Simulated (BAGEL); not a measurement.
# CH5Al (SMILES [CH3][AlH2]): B3LYP/def2-TZVP (density fitting with qzvpp-jkfit)

Aim: the energy change on altering one bond length of CH5Al at B3LYP/def2-TZVP (density fitting with qzvpp-jkfit), from 2 runs. 

The results are computed with BAGEL 1.2.2.

## 1. Starting point

CH5Al has 7 atoms, charge 0, and is taken as a singlet. As SMILES, `[CH3][AlH2]`. The shape is that of a PBE0-D4/def2-TZVP optimisation.

Bond lengths: C1–Al2 1.950 Å, C1–H3 1.093 Å, C1–H4 1.097 Å, C1–H5 1.093 Å, Al2–H6 1.590 Å, Al2–H7 1.590 Å. Angles: C1–Al2–H6 120.6°, C1–Al2–H7 120.6°, Al2–C1–H3 112.6°, Al2–C1–H4 109.5°, Al2–C1–H5 112.5°, H6–Al2–H7 118.8°, H3–C1–H4 106.7°, H3–C1–H5 108.6°, H4–C1–H5 106.6°.

## 2. The energy at B3LYP/def2-TZVP (density fitting with qzvpp-jkfit)

The input, input.json:

```json
{ "bagel" : [

{
  "title" : "molecule",
  "basis" : "def2-tzvp.json",
  "df_basis" : "qzvpp-jkfit",
  "angstrom" : "true",
  "geometry" : [
    { "atom" : "C", "xyz" : [   -0.448500,   -0.695600,   -0.355500 ] },
    { "atom" : "Al", "xyz" : [    0.562900,    0.778300,    0.424700 ] },
    { "atom" : "H", "xyz" : [   -1.063100,   -1.219600,    0.380800 ] },
    { "atom" : "H", "xyz" : [   -1.134400,   -0.306400,   -1.118200 ] },
    { "atom" : "H", "xyz" : [    0.193400,   -1.425500,   -0.855600 ] },
    { "atom" : "H", "xyz" : [    0.016000,    1.549300,    1.703400 ] },
    { "atom" : "H", "xyz" : [    1.934800,    1.251600,   -0.225400 ] }
  ]
},
{ "title" : "ks", "xc_func" : "b3lyp" },
{ "title" : "print", "file" : "orbitals.molden", "orbitals" : "true" }

]}
```

The basis set def2-TZVP is read from a file made from the Basis Set Exchange's data (not shown).

Run with:

```sh
$ BAGEL_NUM_THREADS=1 BAGEL input.json > input.out
```

What it wrote:

```text
* using 1 threads per process

  ===============================================================
  ===============================================================

  *** Geometry ***

  { "atom" : "C", "xyz" : [     -0.847542,     -1.314493,     -0.671798 ] },
  { "atom" : "Al", "xyz" : [      1.063727,      1.470774,      0.802567 ] },
  { "atom" : "H", "xyz" : [     -2.008968,     -2.304710,      0.719608 ] },
  { "atom" : "H", "xyz" : [     -2.143705,     -0.579012,     -2.113092 ] },
  { "atom" : "H", "xyz" : [      0.365473,     -2.693805,     -1.616850 ] },
  { "atom" : "H", "xyz" : [      0.030236,      2.927753,      3.218959 ] },
  { "atom" : "H", "xyz" : [      3.656242,      2.365181,     -0.425944 ] },

  Number of auxiliary basis functions:      293

  Since a DF basis is specified, we compute 2- and 3-index integrals:
    o Being stored without compression. Storage requirement is 0.023 GB

  Number of basis functions:       98
  Number of electrons      :       24

    * METHOD: MOLECULE                             0.11

  *** Kohn-Sham DFT ***

    * Removing 10356 points whose weight is below 1.00e-10
    * Grid points: 93986

  === Nuclear Repulsion ===
    50.6184517267

       - DIIS with orbital gradients will be used.

  === KS iteration (b3lyp / def2-tzvp.json) ===
      0       -224.20049285          0.16785475           0.27
      1       -192.44203519          0.15621023           0.26
      2       -226.49956644          0.16169068           0.25
      3       -278.96502830          0.11384383           0.25
      4       -273.58902488          0.12128018           0.25
      5       -273.90417419          0.11913565           0.25
      6       -276.79584797          0.12812259           0.25
      7       -219.28837582          0.20456492           0.25
      8       -283.17036386          0.03584069           0.25
      9       -283.45460417          0.02179733           0.25
     10       -283.54245392          0.01092127           0.25
     11       -283.57347737          0.00406836           0.25
     12       -283.57836435          0.00097792           0.25
     13       -283.57867236          0.00009603           0.25
     14       -283.57867464          0.00001977           0.25
     15       -283.57867474          0.00000223           0.25
     16       -283.57867474          0.00000042           0.25
     17       -283.57867474          0.00000010           0.25
     18       -283.57867474          0.00000002           0.25
     19       -283.57867474          0.00000001           0.25
    * SCF iteration converged.

    * Permanent dipole moment:
           (    0.146428,     0.220828,     0.111667) a.u.

    * METHOD: KS                                   5.51

    * METHOD: PRINT                                0.02

  ===============================================================
```

Run time: 6 s. Hardware: 1 thread of Arm Neoverse V1, shared host; peak memory 0.41 GiB.

## 3. The distorted shape at the same level

The input, calc.json:

```json
{ "bagel": [

{
  "title": "molecule",
  "basis": "def2-tzvp.json",
  "df_basis": "qzvpp-jkfit",
  "angstrom": true,
  "geometry": [
    { "atom": "C", "xyz": [      -0.654254,      -0.766584,      -0.258000 ] },
    { "atom": "Al", "xyz": [       0.357146,       0.707316,       0.522200 ] },
    { "atom": "H", "xyz": [      -1.268854,      -1.290584,       0.478300 ] },
    { "atom": "H", "xyz": [      -1.340154,      -0.377384,      -1.020700 ] },
    { "atom": "H", "xyz": [      -0.012354,      -1.496484,      -0.758100 ] },
    { "atom": "H", "xyz": [      -0.189754,       1.478316,       1.800900 ] },
    { "atom": "H", "xyz": [       1.934800,       1.251600,      -0.225400 ] }
  ]
},

{ "title": "ks", "xc_func": "b3lyp", "charge": 0 },

{ "title": "print", "file": "orbitals.molden", "orbitals": true }

]}
```

The basis set def2-TZVP is read from a file made from the Basis Set Exchange's data (not shown).

Run with:

```sh
$ BAGEL_NUM_THREADS=1 BAGEL calc.json > calc.out
```

What it wrote:

```text
* using 1 threads per process

  ===============================================================
  ===============================================================

  *** Geometry ***

  { "atom" : "C", "xyz" : [     -1.236361,     -1.448634,     -0.487549 ] },
  { "atom" : "Al", "xyz" : [      0.674908,      1.336634,      0.986815 ] },
  { "atom" : "H", "xyz" : [     -2.397787,     -2.438850,      0.903856 ] },
  { "atom" : "H", "xyz" : [     -2.532524,     -0.713152,     -1.928843 ] },
  { "atom" : "H", "xyz" : [     -0.023346,     -2.827945,     -1.432601 ] },
  { "atom" : "H", "xyz" : [     -0.358583,      2.793612,      3.403208 ] },
  { "atom" : "H", "xyz" : [      3.656242,      2.365181,     -0.425944 ] },

  Number of auxiliary basis functions:      293

  Since a DF basis is specified, we compute 2- and 3-index integrals:
    o Being stored without compression. Storage requirement is 0.023 GB

  Number of basis functions:       98
  Number of electrons      :       24

    * METHOD: MOLECULE                             0.11

  *** Kohn-Sham DFT ***

    * Removing 10180 points whose weight is below 1.00e-10
    * Grid points: 94162

  === Nuclear Repulsion ===
    49.9551531899

       - DIIS with orbital gradients will be used.

  === KS iteration (b3lyp / def2-tzvp.json) ===
      0       -224.05065918          0.16572140           0.25
      1       -197.67986346          0.15347371           0.25
      2       -226.47894120          0.15913794           0.25
      3       -280.26127609          0.10102941           0.25
      4       -271.27816900          0.15735858           0.25
      5       -274.91509847          0.11643468           0.25
      6       -277.38103578          0.12038361           0.25
      7       -274.03202690          0.17089671           0.25
      8       -283.23331501          0.03126878           0.25
      9       -283.15303119          0.03711670           0.25
     10       -283.56264040          0.00337747           0.25
     11       -283.56790293          0.00071672           0.25
     12       -283.56814507          0.00015653           0.25
     13       -283.56815470          0.00002291           0.25
     14       -283.56815489          0.00000600           0.26
     15       -283.56815490          0.00000138           0.25
     16       -283.56815490          0.00000029           0.25
     17       -283.56815490          0.00000008           0.25
     18       -283.56815490          0.00000002           0.25
     19       -283.56815490          0.00000001           0.25
    * SCF iteration converged.

    * Permanent dipole moment:
           (    0.330570,     0.292971,     0.035177) a.u.

    * METHOD: KS                                   5.49

    * METHOD: PRINT                                0.02

  ===============================================================
```

It took 6 s on 1 thread of Arm Neoverse V1, shared host; peak memory 0.41 GiB.

## 4. What came out

At B3LYP/def2-TZVP (density fitting with qzvpp-jkfit):

| quantity | value |
| --- | --- |
| first shape: total energy | -283.57867 Eh |
| first shape: dipole moment | 0.73 D |
| first shape: HOMO energy | -7.87 eV |
| first shape: LUMO energy | -1.52 eV |
| first shape: HOMO–LUMO gap | 6.35 eV |
| distorted shape: total energy | -283.56815 Eh |
| distorted shape: dipole moment | 1.13 D |
| distorted shape: HOMO energy | -7.66 eV |
| distorted shape: LUMO energy | -1.60 eV |
| distorted shape: HOMO–LUMO gap | 6.06 eV |
| energy change with the Al2–H7 bond stretched from 1.590 to 1.829 Å | 0.286 eV |

In words: With the Al2–H7 bond stretched from 1.590 to 1.829 Å the energy rises by 0.29 eV (27.6 kJ/mol). The first shape isn't relaxed at this level, so the change isn't measured from a minimum.
